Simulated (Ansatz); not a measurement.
# BSO (quartet): from Hartree-Fock to the top rungs at a displaced geometry (v1), cc-pVDZ

One table from this session's results is given with a row withheld; the runs are named, their logs left out.

Program: Ansatz 0.2.0, Gaussian basis. Level of theory: cc-pVDZ, core rule «outside noble gas», up to 7 orbitals frozen. These are calculated values, not measurements.

The runs, in order: UHF; CCSD(T) on ROHF; CCSD(T) on UHF; BCCD(T) on ROHF; CISD; CCSDT(Q) on ROHF; CCSDT(Q) on UHF.

41 further runs of the same task are left out: 15 for a known fault of the program, 13 that didn't finish, 13 set aside as unsound or not needed.

### The system

The geometry is a PBE0/def2-TZVP stationary point (not a proven minimum) with its atoms shifted at random (size 0.040 Å).

3 atoms, charge 0, spin multiplicity 4.

Atoms are counted from 1 here; the program's logs count them from 0.

Bond lengths: B1–S2 1.760 Å, S2–O3 1.517 Å. Angles: B1–S2–O3 115.7°.

Set-up of the first run:

File in.yaml:

```yaml
crystal:
  periodic: [false, false, false]
  atoms:
    - {symbol: B, position_ang: [-0.012354, -0.591710, 1.548115]}
    - {symbol: S, position_ang: [-0.013187, 0.388957, 0.086782]}
    - {symbol: O, position_ang: [0.034777, -0.379698, -1.220005]}
basis:
  gaussian: {orbitals: cc-pVDZ}
magnetization: {spin_polarized: true, initial_magnetization: 3}
hamiltonian: {xc: hf}
output: {orbitals: {seedname: orbitals}}
```

The run is started by

```bash
$ ansatz run in.yaml --threads 1 --pin off --events-out ev --progress --plain --max-ram 2393MiB
```

Steps of the session up to this table: UHF; CCSD(T) on ROHF; CCSD(T) on UHF; BCCD(T) on ROHF; CISD; CCSDT(Q) on ROHF; CCSDT(Q) on UHF.

One table of the session follows, with a row left open; its other results are not shown here.

It belongs to the step «Misses and costs». 

| method | from RCCSDT(Q) (kJ/mol) |
| --- | --- |
| ROHF | +1002.6 |
| UHF | +971.9 |
| RMP2 | +143.3 |
| UMP2 | +142.7 |
| CISD | +152.2 |
| RCCSD | +47.4 |
| UCCSD | +46.5 |
| RCCSD(T) | +10.9 |
| UCCSD(T) | +11.2 |
| BCCD(T) | +9.8 |
| RCCSDT | ? |
| UCCSDT | +4.7 |
| RCCSDT(Q) | 0 |
| UCCSDT(Q) | -0.5 |

Q: Estimate the row for RCCSDT from the others.

The run gave: from RCCSDT(Q) (kJ/mol): +4.8. In the column «from RCCSDT(Q) (kJ/mol)» it lies between UCCSDT (+4.7) and BCCD(T) (+9.8).

To keep in mind: Restricted and unrestricted rows rest on different reference determinants; where their highest levels disagree by more than a few hundredths of an eV, they describe different states and don't form one ladder.
